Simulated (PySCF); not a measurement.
**Atomic charges against the basis set**

Compound: (CH3CH2)2CHF, C5H11F.
Geometry (PBE0-D3(BJ)/def2-SVP, Å), atoms numbered from 1 in this order:
```xyz
17
C5H11F angstrom
C     -2.524    0.350    0.153
C     -1.277   -0.507    0.294
C      0.005    0.264    0.055
F     -0.039    0.803   -1.224
C      1.264   -0.570    0.180
C      2.532    0.226   -0.077
H     -3.438   -0.241    0.308
H     -2.572    0.798   -0.850
H     -2.528    1.173    0.886
H     -1.226   -0.956    1.300
H     -1.309   -1.347   -0.421
H      0.057    1.122    0.753
H      1.190   -1.410   -0.532
H      1.283   -1.016    1.189
H      2.647    1.044    0.653
H      2.507    0.677   -1.079
H      3.427   -0.410   -0.010
```

PBE0 throughout (PySCF), one geometry, spherical d and f functions. Isolated species at its PBE0-D3(BJ)/def2-SVP geometry (one conformer only). Atoms taken as equivalent share a column and are averaged. The first 7 of 8 kinds of atom are listed.

Mulliken charges (e):

```tsv
basis	functions	C1/C6	C2/C5	C3	F4	H7 (×6)	H10/H14	H11/H13
STO-3G	41	-0.233	-0.152	+0.046	-0.127	+0.079	+0.077	+0.078
6-31G	76	-0.496	-0.341	+0.182	-0.356	+0.171	+0.162	+0.174
pcSseg-0	76	-0.630	-0.541	+0.130	-0.387	+0.234	+0.240	+0.247
6-31G*	106	-0.533	-0.358	+0.249	-0.360	+0.179	+0.166	+0.175
def2-SVP	139	-0.064	-0.092	+0.158	-0.286	+0.045	+0.036	+0.040
cc-pVDZ	139	-0.075	-0.090	+0.135	-0.253	+0.047	+0.035	+0.041
pcSseg-1	157	-0.272	-0.265	+0.128	-0.346	+0.119	+0.119	+0.122
6-311+G(2d,p)	228	-0.649	-0.148	+0.270	-0.262	+0.152	+0.137	+0.144
aug-cc-pVDZ	237	+0.436	+0.440	+0.983	-0.590	-0.114	-0.245	-0.261
def2-TZVP	252	-0.369	-0.164	+0.095	-0.241	+0.125	+0.099	+0.101
IGLO-III	320	-0.381	-0.203	+0.143	-0.281	+0.124	+0.111	+0.122
```

IAO charges (e):

```tsv
basis	functions	C1/C6	C2/C5	C3	F4	H7 (×6)	H10/H14	H11/H13
STO-3G	41	-0.393	-0.271	+0.034	-0.151	+0.134	+0.133	+0.132
6-31G	76	-0.433	-0.273	+0.161	-0.324	+0.147	+0.141	+0.141
pcSseg-0	76	-0.424	-0.281	+0.153	-0.314	+0.145	+0.142	+0.143
6-31G*	106	-0.412	-0.261	+0.192	-0.331	+0.140	+0.133	+0.133
def2-SVP	139	-0.402	-0.255	+0.193	-0.335	+0.136	+0.131	+0.131
cc-pVDZ	139	-0.412	-0.260	+0.192	-0.333	+0.139	+0.133	+0.133
pcSseg-1	157	-0.411	-0.261	+0.190	-0.341	+0.140	+0.134	+0.134
6-311+G(2d,p)	228	-0.425	-0.266	+0.191	-0.348	+0.144	+0.138	+0.137
aug-cc-pVDZ	237	-0.423	-0.264	+0.192	-0.347	+0.143	+0.137	+0.137
def2-TZVP	252	-0.425	-0.267	+0.195	-0.347	+0.144	+0.138	+0.137
IGLO-III	320	-0.426	-0.267	+0.192	-0.348	+0.145	+0.138	+0.138
```

Hirshfeld charges (e):

```
        basis  functions   C1/C6   C2/C5      C3      F4  H7 (×6)  H10/H14  H11/H13
       STO-3G         41  -0.042  -0.021  +0.083  -0.099   +0.015   +0.013   +0.012
        6-31G         76  -0.102  -0.060  +0.077  -0.133   +0.035   +0.036   +0.034
     pcSseg-0         76  -0.104  -0.059  +0.079  -0.123   +0.035   +0.035   +0.032
       6-31G*        106  -0.103  -0.061  +0.071  -0.122   +0.035   +0.036   +0.035
     def2-SVP        139  -0.115  -0.071  +0.069  -0.110   +0.038   +0.040   +0.037
      cc-pVDZ        139  -0.112  -0.070  +0.066  -0.104   +0.037   +0.039   +0.036
     pcSseg-1        157  -0.118  -0.074  +0.067  -0.109   +0.039   +0.042   +0.038
6-311+G(2d,p)        228  -0.118  -0.080  +0.058  -0.115   +0.040   +0.045   +0.042
  aug-cc-pVDZ        237  -0.126  -0.084  +0.058  -0.109   +0.042   +0.046   +0.043
    def2-TZVP        252  -0.121  -0.080  +0.059  -0.111   +0.040   +0.045   +0.042
     IGLO-III        320  -0.125  -0.083  +0.058  -0.109   +0.041   +0.046   +0.043
```

ESP-fitted charges (e):

| basis | functions | C1/C6 | C2/C5 | C3 | F4 | H7 (×6) | H10/H14 | H11/H13 |
| --- | --- | --- | --- | --- | --- | --- | --- | --- |
| STO-3G | 41 | -0.309 | -0.067 | +0.163 | -0.135 | +0.088 | +0.037 | +0.049 |
| 6-31G | 76 | -0.248 | -0.049 | +0.293 | -0.294 | +0.073 | +0.021 | +0.043 |
| pcSseg-0 | 76 | -0.307 | -0.066 | +0.340 | -0.299 | +0.088 | +0.026 | +0.048 |
| 6-31G* | 106 | -0.285 | +0.004 | +0.195 | -0.226 | +0.079 | +0.015 | +0.030 |
| def2-SVP | 139 | -0.219 | -0.007 | +0.225 | -0.250 | +0.062 | +0.012 | +0.028 |
| cc-pVDZ | 139 | -0.227 | +0.005 | +0.209 | -0.239 | +0.063 | +0.010 | +0.025 |
| pcSseg-1 | 157 | -0.239 | +0.016 | +0.237 | -0.265 | +0.065 | +0.006 | +0.021 |
| 6-311+G(2d,p) | 228 | -0.268 | -0.002 | +0.211 | -0.264 | +0.075 | +0.015 | +0.034 |
| aug-cc-pVDZ | 237 | -0.246 | -0.009 | +0.203 | -0.256 | +0.069 | +0.016 | +0.035 |
| def2-TZVP | 252 | -0.264 | +0.012 | +0.202 | -0.252 | +0.072 | +0.011 | +0.029 |
| IGLO-III | 320 | -0.253 | -0.002 | +0.193 | -0.254 | +0.071 | +0.016 | +0.034 |

Some averages cover members that differ in this geometry, most widely: H7 (×6), Mulliken in aug-cc-pVDZ -0.130 to -0.094; H7 (×6), Mulliken in IGLO-III +0.110 to +0.141; C1/C6, ESP-fitted in aug-cc-pVDZ -0.260 to -0.231; C1/C6, ESP-fitted in 6-311+G(2d,p) -0.283 to -0.254 e.

**Question.** Which scheme is steadiest as the basis changes?

**Answer.** Largest range over the bases for any column: Hirshfeld 0.08 e, ESP-fitted 0.18 e, IAO 0.20 e, Mulliken 1.09 e. Hirshfeld charges move least and Mulliken charges most, counted in e. Without the minimal STO-3G basis the ranges are Hirshfeld 0.03, ESP-fitted 0.15, IAO 0.04, Mulliken 1.09 e.

**Question.** How much do the charges still move between the two largest bases, def2-TZVP and IGLO-III?

**Answer.** At most, over all atoms: Mulliken 0.047 e, IAO 0.002 e, Hirshfeld 0.004 e, ESP-fitted 0.014 e.

**Question.** What do the same runs give for the total energy, the frontier levels and the dipole moment?

**Answer.** 
```
        basis  energy (Eh)  HOMO (eV)  LUMO (eV)  μ (D)
       STO-3G    -292.9061      -4.82       8.61   0.97
        6-31G    -296.5956      -8.73       2.71   1.83
     pcSseg-0    -295.9916      -8.86       2.12   1.87
       6-31G*    -296.6586      -8.65       2.80   1.52
     def2-SVP    -296.4498      -8.85       1.83   1.63
      cc-pVDZ    -296.6789      -8.76       1.93   1.57
     pcSseg-1    -296.6334      -8.96       1.49   1.73
6-311+G(2d,p)    -296.7560      -8.96       0.39   1.77
  aug-cc-pVDZ    -296.7005      -8.92      -0.04   1.73
    def2-TZVP    -296.7799      -8.92       1.22   1.69
     IGLO-III    -296.7895      -8.94       0.85   1.72
```

The dipole is fixed by the density alone, so its range of 0.90 D shows that the density itself changes with the basis, not only its division among atoms.
